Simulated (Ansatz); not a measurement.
# Al2C (quintet): from Hartree-Fock to the top rungs, def2-TZVPP

An exercise on one series of results from a longer session: the logs are not shown, and one member is left open.

Method: def2-TZVPP, core rule «outside noble gas», up to 11 orbitals frozen; program: Ansatz 0.2.0, Gaussian basis.

To be run: UHF; ROHF; CCSD(T) on UHF.

2 further runs of the same task are left out: 2 set aside as unsound or not needed.

## The system

The geometry is a PBE0/def2-TZVP stationary point (not a proven minimum) of the parent state, kept for this charge and spin.

3 atoms, charge 0, spin multiplicity 5.

Atoms are counted from 1 here; the program's logs count them from 0.

Bond lengths: Al1–Al2 2.681 Å, Al2–C3 1.896 Å. Angles: Al1–Al2–C3 180.0°.

As a file:

```
Al    0.00000    0.00000    2.41937
Al    0.00000    0.00000   -0.26193
C     0.00000    0.00000   -2.15743
```

The first run:

File in.yaml:

```yaml
crystal:
  periodic: [false, false, false]
  atoms:
    - {symbol: Al, position_ang: [0.000000, 0.000000, 2.419367]}
    - {symbol: Al, position_ang: [0.000000, 0.000000, -0.261933]}
    - {symbol: C, position_ang: [0.000000, 0.000000, -2.157433]}
basis:
  gaussian: {orbitals: def2-TZVPP}
magnetization: {spin_polarized: true, initial_magnetization: 4}
hamiltonian: {xc: hf}
output: {orbitals: {seedname: orbitals}}
```

Command:

```console
> ansatz run in.yaml --threads 1 --pin off --events-out ev --progress --plain --max-ram 4096MiB --backend cpu
```

Among the steps run: UHF; ROHF; CCSD(T) on UHF.

One of the session's tables, all rows but one given; the rest of the session is left out.

It belongs to the step «Misses and costs». 

| method | from UCCSD(T) (meV) |
| --- | --- |
| ROHF | ? |
| UHF | +6275.6 |
| UMP2 | +1462.1 |
| UCCSD | +328.2 |
| UCCSD(T) | 0 |

Q: Estimate the row for ROHF from the others.

As computed: from UCCSD(T) (meV): +6408.6. In the column «from UCCSD(T) (meV)» it is the highest.

Limits of these values: Warnings: spin contamination; coupled cluster took another determinant than the lowest.
